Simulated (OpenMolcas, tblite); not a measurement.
# How methods differ on CH5BO (SMILES CBO)

CH5BO has 8 atoms, charge 0, and is taken as a singlet. SMILES: `CBO`. The coordinates come from a PBE0-D4/def2-TZVP relaxation. This is one conformer, not always the lowest.

```tsv
atom	x (Å)	y (Å)	z (Å)
C	-0.6186	0.7103	-0.3246
B	0.5088	-0.2401	0.1802
O	0.2407	-1.5583	0.3556
H	-1.5683	0.2012	-0.4994
H	-0.3085	1.2051	-1.2519
H	-0.7805	1.5201	0.3957
H	1.6205	0.1631	0.4208
H	0.9982	-2.0584	0.6677
```

Quantity: the dipole moment, in D. The values are calculated.

```tsv
level	kind	program	value (D)	CPU time
IPEA1-xTB	semi-empirical	tblite	0.94	under 2 s
HF/6-311+G**	Hartree–Fock	OpenMolcas	1.27	9.8 s
SVWN5/6-311+G**	LDA	OpenMolcas	1.10	34 s
revPBE/6-311+G**	GGA	OpenMolcas	1.07	40 s
r2SCAN/6-311+G**	meta-GGA	OpenMolcas	1.09	53 s
BHLYP/6-311+G**	global hybrid	OpenMolcas	1.20	36 s
```

The values span 0.94 to 1.27 D. Magnitudes only. Times are those of the runs behind each value, whatever else they computed, on shared processors of several kinds: orders of magnitude only.
